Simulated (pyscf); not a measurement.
## Four-centre exchange: `[SiH3][AsH][SiH3]` + `[OH2]` → `[OH][SiH2][AsH][SiH3]` + `[H][H]`

Gas phase, singlet surface, charge 0. Bonds broken: Si1–H4, O11–H12. Bonds formed: Si1–O11, H4–H12. Structures and frequencies: ωB97X-D3(BJ)/def2-SVP in PySCF.

Transition state (Å):

```xyz
13

Si    -0.9825     1.0731     0.7510
As     1.0955     0.0322     0.4997
Si     0.2750    -1.2897    -1.2568
H     -0.7072     1.2263     2.5129
H     -2.1779     0.2312     1.0410
H     -1.2284     1.5035    -0.6813
H      0.8315    -1.0006     1.5794
H      0.4137    -0.5157    -2.5231
H      1.0853    -2.5381    -1.3567
H     -1.1607    -1.6593    -1.0783
O     -1.1296     2.8696     1.2982
H     -1.0058     2.3018     2.2675
H     -1.9327     3.3743     1.0915
```

One imaginary mode, 1308i cm⁻¹; descent along it reached the two sides named.

```json
[
 {"bond": "Si1–H4", "change": "breaks", "reactant side (Å)": "1.485", "saddle": "1.790", "product side": "4.0"},
 {"bond": "O11–H12", "change": "breaks", "reactant side (Å)": "0.965", "saddle": "1.130", "product side": "2.469"},
 {"bond": "Si1–O11", "change": "forms", "reactant side (Å)": "2.9", "saddle": "1.884", "product side": "1.673"},
 {"bond": "H4–H12", "change": "forms", "reactant side (Å)": "2.8", "saddle": "1.143", "product side": "0.762"}
]
```

Electronic energies relative to the separated reactants (kcal/mol):

| level | barrier | reaction energy | reverse barrier |
|---|---|---|---|
| ωB97X-D3(BJ)/def2-TZVP | 35.2 | -16.3 | 51.5 |
| PBE/def2-TZVP | 30.0 | -14.3 | 44.3 |
| r²SCAN/def2-TZVP | 31.3 | -16.9 | 48.2 |
| B3LYP-D3(BJ)/def2-TZVP | 34.9 | -16.1 | 51.0 |
| PBE0-D3(BJ)/def2-TZVP | 32.4 | -14.3 | 46.7 |
| M06-2X/def2-TZVP | 35.2 | -18.2 | 53.4 |
| ωB97M-D3(BJ)/def2-TZVP | 34.8 | -15.8 | 50.6 |
| HF/def2-TZVP | 54.1 | -13.6 | 67.7 |

With ωB97M-D3(BJ)/def2-TZVP energies and thermal terms (ideal gas, 1 atm, RRHO with modes under 100 cm⁻¹ raised to 100, one conformer, R ln 2 for chiral ones without a mode under 150 cm⁻¹), in kcal/mol:

| T (K) | ΔH‡ | ΔG‡ | ΔH | ΔG |
|---|---|---|---|---|
| 298 | 32.9 | 44.1 | -18.5 | -16.0 |
| 600 | 32.9 | 55.6 | -17.4 | -14.0 |
| 900 | 33.6 | 66.8 | -16.5 | -12.5 |
| 1200 | 34.4 | 77.7 | -15.8 | -11.2 |

HO–SiH₂–AsH–SiH₃ lies 16.7 kcal/mol over its isomer H₃Si–O–SiH₂–AsH₂ (electronic energy, ωB97M-D3(BJ)/def2-TZVP). One saddle was located; it need not be the lowest between these sides. Elements up to Kr have no core potential and no relativistic terms here.
